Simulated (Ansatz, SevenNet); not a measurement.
Voigt–Reuss–Hill shear modulus (GPa) of solids drawn from the class of silicides and borides, at two levels: the machine-learned potential SevenNet-0 (trained on PBE and PBE+U data), and PBE (Ansatz, a quantum-chemistry and plane-wave program, plane waves, PAW).

| solid | SevenNet-0 | PBE | shift (%) |
|---|---|---|---|
| C11b WSi2 | 64.8 | 190 | +193 |
| AlB2-type MgB2 | 70.9 | 120 | +69 |
| AlB2-type TiB2 | 139 | 257 | +85 |
| AlB2-type ZrB2 | 102 | 232 | +127 |
| AlB2-type HfB2 | 100 | 242 | +142 |
| C11b MoSi2 | 51.4 | 180 | +250 |
| antifluorite Mg2Si | 21.8 | 45.6 | +109 |

The shifts run from +69 % to +250 %, with a median of +127 %.

Over all 7 rows PBE is the larger in 7.

Ansatz's runs of these crystals have no spin polarisation.

Spin–orbit coupling is left out, also for the solids with elements from indium on (C11b WSi2, AlB2-type HfB2); its size isn't shown.

Each level is taken at its own relaxed cell. Ansatz's density-functional and Hartree–Fock values are scalar-relativistic unless marked +SOC, with PAW data made under PBE.
